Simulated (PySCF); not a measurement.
Isomers of C3H3ClO. Method used: PBE0-D3(BJ)/def2-SVP geometry optimisation, gas phase in PySCF. Energies are electronic, without zero-point or thermal terms, for one conformer each. No frequencies were run at this level. Point groups hold within 0.08 Å.

Problem. Order them by energy at this level, lowest first, and give relative energies in kJ/mol.
A. `[O:1]=[C:2]=[CH:3][CH2:4][Cl:5]` with C2–C3–C4–Cl5 100°
B. `[O:1]=[CH:2]/[CH:3]=[CH:4]\[Cl:5]` with O1–C2–C3–C4 180°

Solution. A (0.0), B (4.4).

As drawn, the lower has cumulated double bonds, which the higher lacks. Neighbours under 10 kJ/mol apart (O=C=CCCl and O=C/C=C\Cl) can change places with a better method, another conformer or zero-point energy.

| SMILES | E (Eh) | E rel (kJ/mol) | dipole (D) | point group | A, B, C (MHz) |
| --- | --- | --- | --- | --- | --- |
| O=C=CCCl | -650.85977 | 0.0 | 1.78 | C1 | 13581, 1716, 1620 |
| O=C/C=C\Cl | -650.85809 | 4.4 | 2.81 | Cs | 13254, 1954, 1703 |

Problem. As an exercise, what shares would exp(−E/RT) give at 500 K from these electronic energies alone (no entropy, no degeneracies)?

Solution. RT = 4.157 kJ/mol: O=C=CCCl 74.3 %, O=C/C=C\Cl 25.7 %.
